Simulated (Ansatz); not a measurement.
Mulliken charges of C4H4F2, SMILES `FC1(F)C=CC1` from PBE/def2-TZVPP in Ansatz (PBE0-D4/def2-TZVP geometry).

| atom | x (Å) | y (Å) | z (Å) | charge (e) |
| --- | --- | --- | --- | --- |
| F1 | -1.911 | -0.607 | 0.292 | -0.164 |
| C2 | -0.557 | -0.664 | 0.269 | 0.405 |
| F3 | -0.218 | -1.805 | 0.915 | -0.164 |
| C4 | 0.089 | -0.447 | -1.069 | -0.235 |
| C5 | 0.712 | 0.652 | -0.646 | -0.105 |
| C6 | 0.163 | 0.610 | 0.765 | -0.128 |
| H7 | 0.043 | -0.995 | -2.001 | 0.123 |
| H8 | 1.384 | 1.350 | -1.129 | 0.120 |
| H9 | 0.889 | 0.431 | 1.561 | 0.074 |
| H10 | -0.510 | 1.423 | 1.046 | 0.074 |

Q: By hand: the dipole of these point charges (1 e Å = 4.8032 D).

A: Σ q r = (0.206, 0.262, -0.057) e Å, of length 0.338 e Å = 1.62 D.

Q: How does the dipole of the full density compare? (Best estimate.)

A: The calculation gave: (0.304, 0.336, -0.180) e Å, 2.34 D; the point charges give 0.69 times that, at 13° from its direction.

Point charges leave out the atoms' own dipoles, such as those of lone pairs, and Mulliken's split depends on the basis, so the two needn't agree.
